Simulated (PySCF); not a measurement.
Ligands exchanged one at a time, Si F-Br. Gas-phase values, no solvent. Strings in code marks are SMILES.

The four lowest singlet excitations (Tamm–Dancoff). These are PBE-D3(BJ)/def2-TZVP run with PySCF 2.14.0 values and carry that method's errors. Excitations are Tamm–Dancoff values on a coarser integration grid. The basis has no diffuse functions, so Rydberg states are missing or too high.

```csv
state,energy (eV),wavelength (nm),oscillator strength
S1,5.30,234,0.000
S2,5.59,222,0.015
S3,5.59,222,0.015
S4,6.13,202,0.021
```

Problem. Identify which member gives these states.
A. `Br[Si](Br)(Br)Br`
B. `F[Si](Br)(Br)Br`
C. `F[Si](F)(Br)Br`
D. `F[Si](F)(F)F`

Solution. B, `F[Si](Br)(Br)Br`
